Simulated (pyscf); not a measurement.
F–B(Cl)–Cl + H₂ -> Cl–BH–Cl + HF, a four-centre exchange (singlet surface; B–F, H–H broken, B–H, F–H formed). Single points on ωB97X-D3(BJ)/def2-SVP structures (PySCF, gas phase). Energies in kcal/mol from the separated reactants.

Small-basis levels: PySCF, no dispersion term, spherical d functions. 

### Question
Quick B3LYP/LANL2DZ single points give ΔE‡ = 49.0 kcal/mol and ΔE = +23.0 kcal/mol. What does ωB97M-D3(BJ)/def2-TZVP give, and how far is the quick result from it?

### Answer
ωB97M-D3(BJ)/def2-TZVP gives ΔE‡ = 48.9 kcal/mol and ΔE = +28.2 kcal/mol. B3LYP/LANL2DZ lies 0.1 kcal/mol over it in the barrier and 5.2 kcal/mol under it in the reaction energy, so on this step it does not hold to within 3.0 kcal/mol. ωB97M-D3(BJ)/def2-TZVP has limits of its own. One saddle was located; it need not be the lowest between these sides.
